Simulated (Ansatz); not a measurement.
Density of states of K3Li (Fm-3m, a = 9.825 Å, b = 9.825 Å, c = 9.825 Å, α = 90.00°, β = 90.00°, γ = 90.00°), in states per eV and primitive cell, averaged over bins of 0.4 eV. Computed with DFT r2SCAN, scalar-relativistic, plane waves, PAW in Ansatz 0.2.0.

Plane waves to 500 eV, a k mesh through Γ of 8×8×8 on the computed 4-atom cell and Gaussian smearing (0.10 eV); no spin polarisation.

The cell is relaxed at this level. The states (both spins) are summed by tetrahedra on a 12×12×12 mesh at the self-consistent density. Energies are bin centres; the table starts no lower than −8 eV and ends at 6 eV, or lower where the solved bands end.

It is a metal at this level.

```tsv
E − E_F (eV)	total	K 4s	Li 2s
-2.35	0.47	0.35	0.11
-1.95	1.01	0.73	0.26
-1.55	1.46	0.97	0.46
-1.15	1.82	0.97	0.79
-0.75	1.83	1.24	0.48
-0.35	2.43	1.56	0.63
0.05	2.67	1.65	0.53
0.45	3.32	1.60	0.38
```

The columns after the total are the Löwdin projections on the occupied valence shells of the potentials. The rest of the total lies in shells that are empty in the free atom, which aren't projected, and between the atoms.

Whether K3Li exists in this form wasn't checked.